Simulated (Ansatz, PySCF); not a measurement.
System: ethanol, C$_{2}$H$_{6}$O (charge 0, singlet). 
Structure (B3LYP-D3(BJ)/def2-TZVP (Ansatz, a quantum-chemistry and plane-wave program) minimum search):
SMILES: CCO
```xyz
9

C      1.1718    -0.4079     0.0081
C      0.0038     0.5538    -0.0092
O     -1.1993    -0.2136     0.0022
H     -1.9515     0.3866    -0.0087
H      0.0464     1.2144     0.8659
H      0.0484     1.1848    -0.9058
H      2.1164     0.1393     0.0001
H      1.1395    -1.0312     0.9029
H      1.1415    -1.0607    -0.8654
```

Dipole moments at this geometry, in debye (magnitudes).

```
level                 program  dipole (D)
--------------------  -------  ----------
HF/def2-TZVPD           PySCF        1.71
BLYP/def2-TZVPD        Ansatz        1.52
r2SCAN/def2-TZVPD      Ansatz        1.53
B97M-V/def2-TZVPD      Ansatz         [?]
TPSSh/def2-TZVPD        PySCF        1.55
PW6B95/def2-TZVPD       PySCF        1.58
M06-2X/def2-TZVPD       PySCF        1.61
CAM-B3LYP/def2-TZVPD   Ansatz        1.63
LC-wPBE/def2-TZVPD     Ansatz        1.64
CCSD(T)/aug-cc-pVDZ    Ansatz         [?]
```

**Question.** Fill in the missing entries.

**Answer.** 
- B97M-V/def2-TZVPD, dipole (D): 1.50
- CCSD(T)/aug-cc-pVDZ, dipole (D): 1.58

Measured: 1.44 D (NIST CCCBDB, as tabulated in the package chemicals), a vibrational average, which may belong to another conformer or a mix. This is an older compilation, not checked against later work.
